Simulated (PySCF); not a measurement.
## One molecule, many functionals

Compound: C₃H₂ClNO.
Geometry (PBE0-D3(BJ)/def2-SVP, Å), atoms numbered from 1 in this order:
```
atom  x, y, z in Å
Cl1    3.022   -1.453   -0.270
C2     1.497   -0.693   -0.240
C3     1.231    0.643   -0.205
O4    -0.118    0.769   -0.192
C5    -0.589   -0.485   -0.220
N6     0.324   -1.398   -0.249
H7     1.835    1.544   -0.186
H8    -1.670   -0.613   -0.215
```

Linear-response calculations in the def2-SVPD basis (PySCF; singlets by full response, triplets Tamm–Dancoff, core orbitals frozen in the response; HF means time-dependent Hartree–Fock). 'Strongest' is the level of largest summed f among the singlets computed (10 roots, of which the last may lack a degenerate partner); it can jump between rows when another state enters that window. S1 is the lowest singlet of each run and needn't be the same state throughout; f(S1) is that of one state. Isolated species at its PBE0-D3(BJ)/def2-SVP geometry, gas phase.

```tsv
functional	kind	S1 (eV)	f(S1)	strongest (eV)	T1 (eV)	HOMO (eV)	gap (eV)	ionisation energy, ΔSCF (eV)
LDA	LDA	5.42	0.045	7.18	4.15	-6.49	4.58	9.67
PBE	GGA	5.47	0.047	7.20	4.02	-6.30	4.63	9.40
B3LYP	global hybrid, 20% exact exchange	5.84	0.078	7.66	4.04	-7.18	6.24	9.51
PBE0	global hybrid, 25% exact exchange	5.99	0.086	7.86	4.02	-7.39	6.71	9.50
BHandHLYP	global hybrid, 50% exact exchange	6.22	0.115	8.29	3.97	-8.32	8.68	9.41
CAM-B3LYP	range-separated hybrid	6.13	0.102	8.04	4.06	-8.69	9.12	9.60
wB97X-D	range-separated hybrid	6.16	0.103	8.09	4.17	-9.21	10.35	9.56
LC-wPBE	range-separated hybrid	6.39	0.113	8.37	4.04	-10.03	11.65	9.71
HF	Hartree–Fock	6.43	0.141	8.93	3.54	-9.62	12.09	not settled
```

S1 runs from 5.42 eV (LDA) to 6.43 eV (HF), a spread of 1.01 eV, while the orbital gap spreads over 7.5 eV. Along PBE (0%), B3LYP (20%), PBE0 (25%), BHandHLYP (50%), HF (100%) S1 rises with the share of exact exchange. −ε(HOMO) comes closest to its own ΔSCF ionisation energy with LC-wPBE (+0.31 eV) and misses most with LDA (-3.17 eV). 'Not settled' means that the ion's SCF failed to converge or may have ended in another state than the lowest.
